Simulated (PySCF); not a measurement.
A series of derivatives of acetylene

Parent skeleton `[CH:1]#[CH:2]`; one hydrogen on atom 1 is replaced by X. Hydrogens on one atom are averaged.

[PySCF: shieldings: GIAO PBE0/pcSseg-1; geometry from GFN2-xTB; one conformer; averaged over atoms made equivalent by symmetry, fast rotation or ring inversion; non-relativistic Hamiltonian; in vacuum]

Chemical shifts δ = σref − σ; ¹³C (σ = 186.93 ppm), ¹H (σ = 31.72 ppm) vs TMS, all at this level.

Parent (X = H): C1 76.4, C2 76.4, H(C2) 1.03 ppm. Effects are Δδ = δ(X) − δ(H), positive for deshielding.

Question: Order these by the shift of C1, most shielded first.
A. X = COO-
B. X = vinyl
C. X = propynyl
D. X = CH2CF3
E. X = CCl3
F. X = C2F5

Answer: C (-1.9 ppm), F (-0.1 ppm), D (+1.8 ppm), E (+7.4 ppm), B (+10.7 ppm), A (+19.1 ppm).

Question: Order these by the shift of C2, most shielded first.
A. X = CF3
B. X = CCl3
C. X = CH2CF3
D. X = 2-pyridyl
E. X = propynyl
F. X = vinyl

Answer: E (-6.6 ppm), C (+4.2 ppm), A (+7.8 ppm), D (+10.3 ppm), F (+12.8 ppm), B (+16.4 ppm).

Question: Order these by the shift of H(C2), most shielded first.
A. X = CONH2
B. X = COO-
C. X = vinyl
D. X = C2F5
E. X = CF3
F. X = CH2CF3

Answer: B (-0.38 ppm), F (+0.60 ppm), A (+1.10 ppm), E (+1.26 ppm), D (+1.44 ppm), C (+1.69 ppm).
